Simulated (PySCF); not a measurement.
**`Cn1nccn1`: 4 charge schemes on one density**

C₃H₅N₃.
Structure used (PBE0-D3(BJ)/def2-SVP), in Å, numbered top down from 1:
```
atom  x, y, z in Å
C1    -1.746   -0.060   -0.032
N2    -0.306   -0.037   -0.037
N3     0.410   -1.121    0.167
C4     1.666   -0.686    0.127
C5     1.640    0.698   -0.104
N6     0.369    1.078   -0.200
H7    -2.136    0.383    0.896
H8    -2.063   -1.106   -0.103
H9    -2.123    0.511   -0.890
H10    2.505   -1.366    0.257
H11    2.453    1.414   -0.206
```

Density: PBE0/pcSseg-1 (PySCF); schemes: Mulliken, IAO, Hirshfeld and ESP-fitted. Isolated species at its PBE0-D3(BJ)/def2-SVP geometry, gas phase.

Q: Which atoms carry the highest charge in the Mulliken, IAO, Hirshfeld and ESP-fitted schemes?

A: The schemes don't all agree: Mulliken H7 (+0.137); IAO H8 (+0.176); Hirshfeld N2 (+0.097); ESP-fitted N2 (+0.741).

Q: For which atoms does the sign change between the 4 schemes (beyond +0.03 e in one, beyond −0.03 e in another)?

A: N2 and C5.

Q: What partial charge does each atom carry?

A: In e:

| atom | environment | Mulliken | IAO | Hirshfeld | ESP-fitted |
| --- | --- | --- | --- | --- | --- |
| C1 | N-methyl carbon | -0.011 | -0.307 | -0.053 | -0.537 |
| N2 | pyrrole-type nitrogen | -0.242 | +0.154 | +0.097 | +0.741 |
| N3 | pyridine-type nitrogen | -0.207 | -0.236 | -0.136 | -0.486 |
| C4 | aromatic CH next to a ring nitrogen | +0.027 | -0.110 | -0.040 | -0.055 |
| C5 | aromatic CH next to a ring nitrogen | +0.031 | -0.107 | -0.038 | -0.012 |
| N6 | pyridine-type nitrogen | -0.214 | -0.238 | -0.138 | -0.504 |
| H7 | methyl hydrogen | +0.137 | +0.162 | +0.058 | +0.181 |
| H8 | methyl hydrogen | +0.135 | +0.176 | +0.061 | +0.174 |
| H9 | methyl hydrogen | +0.135 | +0.169 | +0.060 | +0.175 |
| H10 | aromatic hydrogen | +0.105 | +0.169 | +0.063 | +0.167 |
| H11 | aromatic hydrogen | +0.105 | +0.169 | +0.063 | +0.157 |

Mean size of the charges over all atoms: ESP-fitted 0.290 e, IAO 0.182 e, Mulliken 0.123 e, Hirshfeld 0.073 e. Each set sums to the total charge, 0, to within 0.001 e. The Mulliken scheme counts on each atom the diagonal of the density matrix times the overlap matrix over that atom's basis functions. The IAO scheme projects the occupied orbitals on a minimal set of polarised atomic orbitals and counts the electrons in each atom's part of it.

Q: How many electrons does the ESP-fitted scheme count on N6?

A: Z − q = 7 − (-0.504) = 7.504.

Q: Sum the charges by element.

A: 
```json
{"element": "C", "atoms": "3", "Mulliken": "+0.047", "IAO": "-0.524", "Hirshfeld": "-0.130", "ESP-fitted": "-0.605"}
{"element": "N", "atoms": "3", "Mulliken": "-0.664", "IAO": "-0.320", "Hirshfeld": "-0.176", "ESP-fitted": "-0.250"}
{"element": "H", "atoms": "5", "Mulliken": "+0.617", "IAO": "+0.845", "Hirshfeld": "+0.306", "ESP-fitted": "+0.855"}
```

Q: How closely do the schemes follow one another over all atoms?

A: Correlation coefficient and root-mean-square difference: IAO with Hirshfeld 0.93, 0.119 e; Hirshfeld with ESP-fitted 0.89, 0.297 e; IAO with ESP-fitted 0.87, 0.222 e; Mulliken with Hirshfeld 0.55, 0.120 e; Mulliken with IAO 0.55, 0.164 e; Mulliken with ESP-fitted 0.24, 0.360 e.

The run behind these numbers computed NMR shieldings as well. Time: 13 s wall (grids of density and orbitals included); peak memory 0.74 GiB. Hardware: Intel Xeon Platinum 8488C, one thread, no GPU, shared host.
